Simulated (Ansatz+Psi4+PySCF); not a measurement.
```
atom    x (Å)    y (Å)    z (Å)
   N   0.1165   0.0000   0.0000
   H  -0.2756   0.9490   0.0000
   H  -0.2718  -0.4699   0.8138
   H  -0.2718  -0.4699  -0.8138
```

Basis set: cc-pVTZ (spherical functions). Correlated methods keep 1 orbital frozen. Charge 0, multiplicity 1.

Computed with Ansatz (development build ahead of 0.2.0) and Psi4 1.11; each method stands on the lowest determinant of its kind that the runs found. Restricted open shells among the atoms or ions are ROHF, correlated in semicanonical orbitals with singles.

**Question.** Give the vertical ionization energy (product with multiplicity 2 at the same shape, open shells in the same class of orbitals) of singlet NH3 by RHF-MP2, RHF.

**Answer.**

```tsv
method	ionization energy
RHF-MP2	10.84 eV
RHF	9.45 eV
```
